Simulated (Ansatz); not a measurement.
Reaction (atomization): `F[CH]CCF`• → 3 C• + 2 F• + 5 H•

Calculated with Ansatz (gas phase, PBE0-D4/def2-TZVP geometries, no zero-point term in ΔE). CCSD(T)/CBS adds triple-zeta CCSD(T) − MP2 to the extrapolated MP2 energy (def2 sets, frozen cores). This one scheme is used for every species, atoms too. For atomizations the MP2-based limit and the directly extrapolated one differ by several kJ/mol either way, and by 10 to 25 for some Ge, Se and Sn compounds, so smaller differences from it don't rank the levels. DFT in def2-TZVPP. B3LYP here is the variant with VWN-RPA as its local correlation; programs differ in this. HSE06 is defined as in plane-wave codes. No spin–orbit coupling; open shells (•) take unrestricted orbitals. Spin–orbit coupling would lower the free atoms: a little for C, F. One conformer a species, not always the lowest.

```tsv
level	ΔE (kJ/mol)	difference from CCSD(T)/CBS
LDA (SPW92)	4471.8	644.1
PBE-D4	3960.1	132.4
revPBE-D4	3848.2	20.5
r2SCAN-D4	3866.3	38.6
B97M-V	3837.0	9.3
PBE0-D4	3872.0	44.3
B3LYP-D4	3839.0	11.3
r2SCANh-D4	3838.0	10.3
r2SCAN0-D4	3797.7	-30.0
HSE06-D4	3875.2	47.5
BHLYP-D4	3708.1	-119.6
CAM-B3LYP-D4	3869.0	41.3
ωB97X-V	3845.5	17.8
ωB97M-V	3844.4	16.7
B2PLYP	3801.7	-26.0
PBE-QIDH	3826.3	-1.4
PBE	3945.9	118.2
revPBE	3796.4	-31.3
BLYP	3813.3	-14.4
r2SCAN	3862.7	35.0
PBE0	3860.2	32.5
B3LYP	3816.4	-11.3
r2SCANh	3834.3	6.6
r2SCAN0	3793.7	-34.0
HSE06	3864.5	36.8
BHLYP	3693.0	-134.7
CAM-B3LYP	3857.3	29.6
HF/def2-SVP	2859.5	-968.2
MP2/def2-SVP	3723.9	-103.8
CCSD/def2-SVP	3631.0	-196.7
CCSD(T)/def2-SVP	3665.3	-162.4
HF/def2-TZVPP	2812.2	-1015.5
MP2/def2-TZVPP	3814.7	-13.0
SCS-MP2/def2-TZVPP	3771.3	-56.4
CCSD/def2-TZVPP	3681.1	-146.6
CCSD(T)/def2-TZVPP	3736.2	-91.5
HF/def2-QZVPP	2816.5	-1011.2
MP2/def2-QZVPP	3868.7	41.0
MP2/CBS(def2)	3906.3	78.6
CCSD/CBS(def2)	3772.7	-55.0
CCSD(T)/CBS	3827.7	0
```

Largest T1 diagnostic among the species: 0.013.

From BLYP to BHLYP (50 % exact exchange), in def2-TZVPP and without D4, ΔE moves by −120.3 kJ/mol: exact exchange takes away binding that semilocal exchange gives to molecules. Leaving LDA and LC-ωPBE aside and taking each functional with its dispersion term where it has one, the values spread over 252.0 kJ/mol, from BHLYP-D4 to PBE-D4. LDA lies +525.8 kJ/mol from PBE without D4, its usual overbinding.
